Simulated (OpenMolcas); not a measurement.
## Predicting a hybrid from its neighbours: SiNH4O

The species is SiNH4O (7 atoms), meant as a doublet with charge 0. As SMILES, `N[SiH]O`. The coordinates come from a PBE0-D4/def2-TZVP relaxation. This is one conformer, not always the lowest.

The electronic atomisation energy y, in eV, basis 6-311+G(d,p); a is the functional's share of exact exchange. Programs: OpenMolcas 26.06.

| functional | program | a | y (eV) |
| --- | --- | --- | --- |
| UBLYP | OpenMolcas | 0 | 23.82 |
| UPBE | OpenMolcas | 0 | 24.19 |
| UB3LYP | OpenMolcas | 0.2 | 23.79 |
| UPBE0 | OpenMolcas | 0.25 | ? |
| UBHLYP | OpenMolcas | 0.5 | 22.92 |

**Question.** Fit y = c + s·a to the known rows and predict UPBE0.

**Answer.** 
1. Means of the 4 rows: a = 0.1750, y = 23.680.
2. Σ(Δa)² = 0.1675, Σ(Δa·Δy) = -0.358, so the slope is -0.358/0.1675 = -2.1373.
3. Intercept: 23.680 − (-2.1373) × 0.1750 = 24.054. The largest residual of the fit is 0.23.
4. UPBE0: 24.054 + (-2.1373) × 0.25 = 23.52 eV.

The run gave 23.60 eV, so the prediction is off by -0.08 eV, within the largest residual. The rows mix families of semi-local functionals, which the line can't see.
